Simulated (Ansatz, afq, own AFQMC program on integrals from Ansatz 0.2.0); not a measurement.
**AlH3, quintet in cc-pVDZ, levels against full CI**

```xyz
4

Al    0.0000    0.0744   -0.0956
H     0.0000   -1.3724   -0.7540
H     0.4207   -0.3098    1.6570
H    -0.4207   -0.3098    1.6570
```

Basis cc-pVDZ. Only valence electrons are correlated. AFQMC by an in-house program on the Cholesky factors that Ansatz 0.2.0 writes for its CCSD(T) run. ph-AFQMC/CISD is guided by a CISD state made of CCSD amplitudes; releasing the constraint for a short imaginary time cuts its bias at the price of noise, slowly where states lie close. Error bars are statistical, one sigma.

Determinant: UHF, the one that the program's search chose, which needn't be the lowest solution. The geometry is a PBE0/def2-TZVP stationary point of this or a neighbouring charge and spin state.

Full CI on the same integrals is exact in this basis and with this determinant's frozen core.

Cautions: another spin lies lower (by 7.40 eV).

The T1 diagnostic is 0.0172, the weight of the determinant in the CISD state is 0.950 and the ⟨S²⟩ of the determinant is 6.001. The size of the correlated space is 6 electrons in 28 orbitals.

| level | correlation energy (eV) |
| --- | --- |
| MP2 | -1.2868 |
| CCSD | -1.7319 |
| CCSD(T) | -1.7577 |

**Question.** Estimate where full CI lies against CCSD(T) on the same integrals.

**Answer.** 0.44 mEh below CCSD(T).

Reference: full CI, correlation energy -1.770 eV. The released energy is read at 2.40 1/Eh (meV from the phaseless value at times in 1/Eh: -0.2 ± 0.4 at 0.24, -1.3 ± 0.4 at 0.51, -6 ± 4 at 0.99, -2.2 ± 0.5 at 1.62, -2.3 ± 0.4 at 2.40).

| level | E − E(reference) (mEh) | share of correlation (%) |
| --- | --- | --- |
| CCSD(T) | 0.44 | 99.32 |
| CCSDT | 0.04 | 99.94 |
| CCSDT(Q) | 0.01 | 99.99 |
| CCSDTQ | 0.00 | 100.00 |
| ph-AFQMC/CISD | 0.12 ± 0.02 | 99.82 |
| released AFQMC | 0.03 ± 0.02 | 99.95 |

CCSDT and higher add their correlation energy to the determinant of the CCSD(T) run, since their own runs factorise the integrals more tightly (a shift of under 2 meV). A walk keeps the symmetry of its determinant, which the program's search chose and which needn't be the lowest solution, so a lower state of the same spin and another symmetry isn't excluded. Released energies are given only where the last usable release times agree within the noise; a slower fall can still hide under it.
